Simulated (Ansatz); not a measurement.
**Worked example: correlation energy of AsH$_{2}$⁺, triplet**

Geometry: that of the AsH2, doublet, kept fixed.

| atom | x (Å) | y (Å) | z (Å) |
| --- | --- | --- | --- |
| As | 0.0000 | -0.0281 | 0.0000 |
| H | 0.0000 | 1.0445 | -1.0859 |
| H | 0.0000 | 1.0445 | 1.0859 |

Basis aug-cc-pVDZ; Ansatz 0.2.0. Only valence electrons are correlated (noble-gas cores and the filled d shells of p-block atoms frozen), which leaves 6 electrons in 40 orbitals. R marks a restricted (for open shells ROHF) determinant. No spin–orbit coupling is included, and no scalar relativity.

Full CI is exact within this basis and frozen core; it isn't the basis-set limit.

Runs differ by some tens of microhartree through their thresholds and, for an open shell, their frozen cores, so steps under 0.03 kcal/mol mean nothing.

| level | total energy (hartree) |
| --- | --- |
| RHF | -2234.948253 |
| RMP2 | -2235.028742 |
| RCCSD | -2235.051266 |
| RCCSD(T) | -2235.053715 |
| RCCSDT | -2235.054398 |
| RCCSDT(Q) | -2235.054446 |
| RCCSDTQ | -2235.054455 |
| full CI | -2235.054430 |

Q: What is the correlation energy at full CI, and what share of it do RMP2 and RCCSD(T) recover?

A: E(corr) = -2235.054430 − (-2234.948253) = -0.106177 hartree = -2.889 eV. RMP2: -0.080489 / -0.106177 = 75.81 %. RCCSD(T): -0.105462 / -0.106177 = 99.33 %.

Q: By how many kcal/mol does RCCSD(T) miss full CI (1 hartree = 627.509 kcal/mol), and which steps make up the rest?

A: -2235.053715 − (-2235.054430) = 0.000715 hartree = 0.45 kcal/mol. Steps: RCCSDT − RCCSD(T) = -0.43, RCCSDT(Q) − RCCSDT = -0.03, RCCSDTQ − RCCSDT(Q) = -0.01, full CI − RCCSDTQ = 0.02 kcal/mol. That is within 1 kcal/mol of the reference in this basis, which itself misses far more of the correlation at the basis-set limit.
